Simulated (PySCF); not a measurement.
# SMILES [BH3-][PH2+]F, BFH5P

Molfile (atoms numbered from 1):
```
BFH5P
     RDKit          3D

  8  7  0  0  0  0  0  0  0  0999 V2000
    1.0650    0.2137    0.0418 B   0  0  0  0  0  0  0  0  0  0  0  0
   -0.7667   -0.0748   -0.0839 P   0  0  0  0  0  0  0  0  0  0  0  0
   -1.7786    0.9133   -0.8398 F   0  0  0  0  0  0  0  0  0  0  0  0
    1.1316   -0.8441    0.6970 H   0  0  0  0  0  0  0  0  0  0  0  0
    1.5893    0.1123   -1.0475 H   0  0  0  0  0  0  0  0  0  0  0  0
    1.2959    1.1902    0.7239 H   0  0  0  0  0  0  0  0  0  0  0  0
   -1.4149   -0.1943    1.1687 H   0  0  0  0  0  0  0  0  0  0  0  0
   -1.1137   -1.3082   -0.6858 H   0  0  0  0  0  0  0  0  0  0  0  0
  1  2  1  0
  2  3  1  0
  1  4  1  0
  1  5  1  0
  1  6  1  0
  2  7  1  0
  2  8  1  0
M  CHG  2   1  -1   2   1
M  END
```

Level of theory: GIAO HSE06/aug-pcSseg-1 magnetisability, non-relativistic, IEF-PCM acetonitrile in PySCF. Geometry: PBE0-D3(BJ)/def2-SVP.

(1) What are the magnetisability and the molar susceptibility?

(2) Split it along the inertial axes a, b, c into diamagnetic and paramagnetic parts about the centre of mass, with the quadrupole moment.

Results:

(1) Isotropic -646 × 10⁻³⁰ J/T², or -38.9 × 10⁻⁶ cm³/mol; principal values -744, -616, -580 × 10⁻³⁰ J/T², anisotropy 150 × 10⁻³⁰ J/T² (root of half the summed squared differences of the principal values). The susceptibility is in cgs units.

(2) 
| axis | χ (10⁻⁶ cm³/mol) | diamagnetic (10⁻⁶ cm³/mol) | paramagnetic (10⁻⁶ cm³/mol) | summed x² of all electrons (Å²) | quadrupole Θ (D Å) |
| --- | --- | --- | --- | --- | --- |
| a | -42.3 | -110.9 | 68.5 | 50.7 | -9.59 |
| b | -39.6 | -257.8 | 218.2 | 16.0 | +4.56 |
| c | -34.9 | -283.0 | 248.1 | 10.1 | +5.03 |

Anisotropies 2χaa − χbb − χcc = -10.2 and 2χbb − χaa − χcc = -1.9 × 10⁻⁶ cm³/mol. Θ is traceless in Buckingham's convention.
